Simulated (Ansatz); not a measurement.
Geometry optimisation, RKS PBE-D4/def2-TZVP in Ansatz 0.2.0.

The input (input.yaml):

```yaml
crystal:
  periodic: [false, false, false]
  atoms:
    - { symbol: B, position_ang: [0.0, 0.0, 0.0] }
    - { symbol: H, position_ang: [0.7099, 0.0, 1.1951] }
    - { symbol: O, position_ang: [1.6038, 0.0, 0.1408] }
    - { symbol: H, position_ang: [1.9037, -0.9519, -0.0141] }
    - { symbol: H, position_ang: [-1.0305, 0.0, -0.595] }
basis:
  gaussian: { orbitals: def2-TZVP }
hamiltonian:
  xc: pbe
  dispersion: d4
relax:
  f_tol: 0.15
  max_steps: 25
  restrain:
    - { distance: [1, 2], at: 1.01, k: 30.0 }
    - { distance: [0, 1], at: 2.39, k: 30.0 }
    - { distance: [0, 2], at: 2.61, k: 30.0 }
```

Run as:

```bash
$ ansatz run input.yaml --threads 1 --pin off --max-ram 2048MiB --backend cpu --events-out ev --progress --plain --runs-dir out
```

Problem. Where does it end, and by what steps?

Solution. The run converged. The restraints hold the end off the free minimum; the threshold counts their pulls, which the force column leaves out. Restrained pairs: H2–O3 (1.38 → 0.99 Å), B1–H2 (1.39 → 2.39 Å), B1–O3 (1.61 → 2.60 Å). After 8 steps the energy has risen by 0.214 eV (the restraints' own energy left out); B1 moved furthest, 0.90 Å.

```tsv
step	energy less start (eV)	largest force component (eV/Å)	accepted
0	0.0000	5.105	yes
1	1.9559	8.045	yes
2	3.1270	9.587	yes
3	1.6331	5.959	yes
4	0.5000	1.096	yes
5	0.3276	0.727	yes
6	0.2824	1.209	yes
7	0.2287	0.630	yes
8	0.2145	0.582	yes
```

```xyz
5
Properties=species:S:1:pos:R:3
B -0.875 -0.094 0.206
H 1.306 -0.016 1.177
O 1.720 0.008 0.276
H 1.927 -0.926 0.091
H -0.891 0.076 -1.023
```

Run time: 7.9 s on 1 thread of Intel(R) Xeon(R) Platinum 8488C (Sapphire Rapids), with other jobs on the host, peak memory 0.12 GiB.
